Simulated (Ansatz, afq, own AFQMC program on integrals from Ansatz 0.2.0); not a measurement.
B$_{2}$, singlet → B₂, triplet

```xyz
2

B     0.0000    0.0000    0.0000
B     0.0000    0.0000    1.6406
```

E(triplet, charge +0) − E(singlet, charge +0) at this geometry, on RHF and UHF determinants.

Basis cc-pVDZ. Noble-gas cores (and the filled d shells of Ga–Kr and In–Xe) are frozen. AFQMC by an in-house program on the Cholesky factors that Ansatz 0.2.0 writes for its CCSD(T) run. ph-AFQMC/CISD is guided by a CISD state made of CCSD amplitudes; releasing the constraint for a short imaginary time cuts its bias at the price of noise, slowly where states lie close. Uncertainties: one standard error, sampling alone. The errors of all members are added in quadrature.

Full CI on the same integrals is exact in this basis and with this determinant's frozen core.

Errors are counted within cc-pVDZ, not against nature.

Cautions: B₂ (singlet): another spin lies lower, restricted determinant unstable towards unrestricted (UHF 2.59 eV lower, ⟨S²⟩ 1.91), the search met a lower determinant of the same kind, perhaps of another symmetry (545 meV lower), and this one is a saddle point, strong correlation (T1 0.039, weight of the determinant 0.77, largest double 0.29), (T) is large, 8 % of the CCSD correlation, the CCSDTQ amplitudes may be one of several solutions (largest double 0.94), the released energies are still falling, so no released level is given (meV from the phaseless value at times in 1/Eh: -29 ± 4 at 0.24, -53 ± 4 at 0.51, -86 ± 3 at 0.99, -107 ± 4 at 1.62, -137 ± 5 at 2.40), the ph-AFQMC/CISD walk drifts between its halves (2.1 errors), the determinant fills πx and πy unequally, so it mixes two states of the linear molecule, and each level undoes that mixture to a different degree, while full CI gives the lower state, CCSDTQ on the UHF determinant differs (602 meV lower), perhaps since the unrestricted series falls towards higher spin, its ph-AFQMC/CISD value lies 282 ± 4 meV above full CI; B₂ (triplet): strong correlation (T1 0.083, weight of the determinant 0.78, largest double 0.18), (T) is large, 7 % of the CCSD correlation, unrestricted determinant spin contaminated (⟨S²⟩ 2.89 against 2.00), CCSD(T) is in doubt: in a space of 6 electrons in 9 natural orbitals full CI lies 139 meV below it, the released energies have errors that jump between times, so the bars are unsure, so no released level is given (meV from the phaseless value at times in 1/Eh: -19 ± 4 at 0.24, -45 ± 9 at 0.51, -47 ± 4 at 0.99, -61 ± 29 at 1.62, -83 ± 4 at 2.40), its ph-AFQMC/CISD value lies 105 ± 5 meV above full CI.

Reference (full CI): -14.2 kcal/mol.

```csv
level,vertical spin gap (kcal/mol),error against FCI (kcal/mol)
HF,-63.9,-49.6
MP2,-18.7,-4.4
CCSD,-17.4,-3.1
CCSD(T),-13.7,0.6
CCSDT,-16.5,-2.2
CCSDT(Q),-15.7,-1.5
CCSDTQ,-14.4,-0.1
ph-AFQMC/HF,-23.3 ± 0.7,-9.1 ± 0.7
ph-AFQMC/CISD,-18.3 ± 0.1,-4.1 ± 0.1
```

Correlation beyond CCSD(T) takes off 0.6 kcal/mol. The perturbative (T) step is worth +3.7 kcal/mol. Where a determinant mixes two states, these steps and errors hold in part the undoing of that mixture, and only full CI is sure.

CCSDT and higher add their correlation energy to the determinant of the CCSD(T) run, since their own runs factorise the integrals more tightly (a shift of under 2 meV).
